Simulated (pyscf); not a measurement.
Structures and frequencies: ωB97X-D3(BJ)/def2-SVP in PySCF. MP2 and CC: frozen core, UHF for open shells. ΔMP2 is the change of the MP2 total energy from the triple- to the quadruple-zeta basis.

Estimate by transition-state theory (the high-pressure limit) the rate constant of H₂B–CH₃ (SMILES BC) -> BH (SMILES [BH]) [singlet] + CH₄ (SMILES C) (singlet surface; B–C, B–H broken, C–H formed) at 900 K, with CCSD(T)/def2-TZVPP + ΔMP2(QZVPP) energies (ideal gas, 1 atm, RRHO with modes under 100 cm⁻¹ raised to 100, one conformer, R ln 2 for rigid chiral ones; no tunnelling).

The electronic barrier is 104.1 kcal/mol and the thermal terms add -2.6, so ΔG‡ = 101.5 kcal/mol. With k_BT/h = 1.88e+13 s⁻¹ and RT = 1.788 kcal/mol, k = 4.1e-12 s⁻¹; so small a molecule is far into fall-off at 1 atm, where the true rate is lower. Wigner's tunnelling factor for 828i cm⁻¹ would be 1.07. A shift of 1 kcal/mol in the barrier changes k by a factor 1.7. This is the saddle that the search found; another between the same sides may lie lower. The CCSD(T) − MP2 part came from Ansatz, without density fitting, on the same reference.
